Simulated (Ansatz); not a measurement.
# FH₃OSi: one species, many methods

The task here is to estimate one member of a computed series from the others.

The runs use Ansatz 0.2.0, Gaussian basis; functionals in def2-TZVPP, the program's frozen cores in correlated methods.

The runs, in order: LDA (SPW92), PBE-D4, revPBE-D4, BLYP-D4, r2SCAN-D4, B97M-V, PBE0-D4, B3LYP-D4, r2SCANh-D4, r2SCAN0-D4, HSE06-D4, BHLYP-D4, CAM-B3LYP-D4, LC-ωPBE, ωB97X-V, ωB97M-V, B2PLYP, PBE-QIDH; CCSD(T)/def2-SVP; CCSD(T)/def2-TZVPP; MP2/def2-QZVPP; extrapolation to the limit; RPA on PBE.

## The relaxed structure

An earlier PBE0-D4 in a triple-zeta def2 set relaxation fixed the geometry.

SMILES `O[SiH2]F`, 6 atoms, charge 0, spin multiplicity 1.

Atoms are counted from 1 here; the program's logs count them from 0.

Bond lengths: O1–Si2 1.630 Å, O1–H4 0.958 Å, Si2–F3 1.596 Å, Si2–H5 1.474 Å, Si2–H6 1.482 Å. Angles: Si2–O1–H4 119.1°, O1–Si2–F3 111.0°, O1–Si2–H5 106.4°, O1–Si2–H6 111.7°, F3–Si2–H5 108.2°, F3–Si2–H6 106.0°, H5–Si2–H6 113.7°.

Set-up of the first run:

in.yaml

```yaml
crystal:
  periodic: [false, false, false]
  atoms:
    - {symbol: O, position_ang: [-0.853521, -0.209157, -0.924109]}
    - {symbol: Si, position_ang: [0.378261, -0.009305, 0.123877]}
    - {symbol: F, position_ang: [0.180808, -0.922814, 1.417814]}
    - {symbol: H, position_ang: [-1.714238, 0.150164, -0.705640]}
    - {symbol: H, position_ang: [1.595602, -0.458521, -0.575772]}
    - {symbol: H, position_ang: [0.455088, 1.385633, 0.617631]}
basis:
  gaussian: {orbitals: def2-TZVPP}
hamiltonian: {xc: lda}
output: {orbitals: {seedname: orbitals}}
```

Steps of the session up to this table: LDA; PBE-D4 (GGA); revPBE-D4 (GGA); BLYP-D4 (GGA); r2SCAN-D4 (meta-GGA); B97M-V (meta-GGA); PBE0-D4 (hybrid); B3LYP-D4 (hybrid); r2SCANh-D4 (hybrid); r2SCAN0-D4 (hybrid); HSE06-D4 (hybrid); BHLYP-D4 (hybrid); CAM-B3LYP-D4 (range-separated); LC-ωPBE-D4 (range-separated; the results give it without D4); ωB97X-V (range-separated); ωB97M-V (range-separated); B2PLYP (double hybrid); PBE-QIDH (double hybrid).

One of the session's tables, all rows but one given; the rest of the session is left out.

It belongs to the step «Orbital energies across the functionals». 

| functional | HOMO (eV) | LUMO (eV) | gap (eV) |
| --- | --- | --- | --- |
| LDA (SPW92) | -7.87 | -0.70 | 7.17 |
| PBE-D4 | -7.81 | -0.51 | 7.30 |
| revPBE-D4 | -7.77 | -0.43 | 7.34 |
| BLYP-D4 | -7.75 | -0.51 | 7.24 |
| r2SCAN-D4 | -8.19 | 0.08 | 8.27 |
| B97M-V | -8.27 | -0.28 | 7.99 |
| PBE0-D4 | -9.32 | 0.37 | 9.69 |
| B3LYP-D4 | -9.13 | 0.03 | 9.16 |
| r2SCANh-D4 | -8.75 | 0.36 | 9.11 |
| r2SCAN0-D4 | -9.58 | 0.75 | 10.33 |
| HSE06-D4 | -8.92 | 0.00 | 8.91 |
| BHLYP-D4 | -10.80 | 1.06 | 11.86 |
| CAM-B3LYP-D4 | -10.80 | 1.19 | 11.99 |
| LC-ωPBE | ? | ? | ? |
| ωB97X-V | -11.81 | 2.34 | 14.15 |
| ωB97M-V | -11.63 | 1.91 | 13.54 |

**Question.** Estimate the row for LC-ωPBE.

As computed: HOMO (eV): -12.15; LUMO (eV): 2.51; gap (eV): 14.66. In the column «HOMO (eV)» it is the lowest.
